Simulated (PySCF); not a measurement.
**Chlorine: a sound run and one with changed settings**

Sound run: Cl [Ne] 3s2 3p5, Cl⁺ [Ne] 3s2 3p4. All numbers are calculated (PySCF 2.14, scalar relativity by spin-free X2C-1e, in jorge-DZP-DKH (7s4p1d, 24 functions)). The sound run starts from symmetry-adapted Hartree-Fock orbitals and uses a fine grid where one is needed.

Changed run: radial step 1.2 in ln r (0.13 in the sound run). This setting is unsound on purpose.

```
species  method  sound run (hartree)  changed run (hartree)  converged
     Cl     UHF           -460.88376             -460.88376        yes
     Cl   B3LYP           -461.58563             -460.94222        yes
     Cl    TPSS           -461.58513             -460.92086        yes
    Cl⁺     UHF           -460.45108             -460.45108        yes
    Cl⁺   B3LYP           -461.10585             -460.40712        yes
    Cl⁺    TPSS           -461.10928             -460.36601        yes
```

Ionisation energy of Cl:

| method | sound run (eV) | changed run (eV) |
| --- | --- | --- |
| UHF | 11.774 | 11.774 |
| B3LYP | 13.055 | 14.561 |
| TPSS | 12.948 | 15.098 |

A coarse radial grid mis-integrates the density and the exchange-correlation energy, with errors of either sign; Hartree-Fock needs no grid.

For comparison, NIST gives 12.968 eV between the lowest levels.
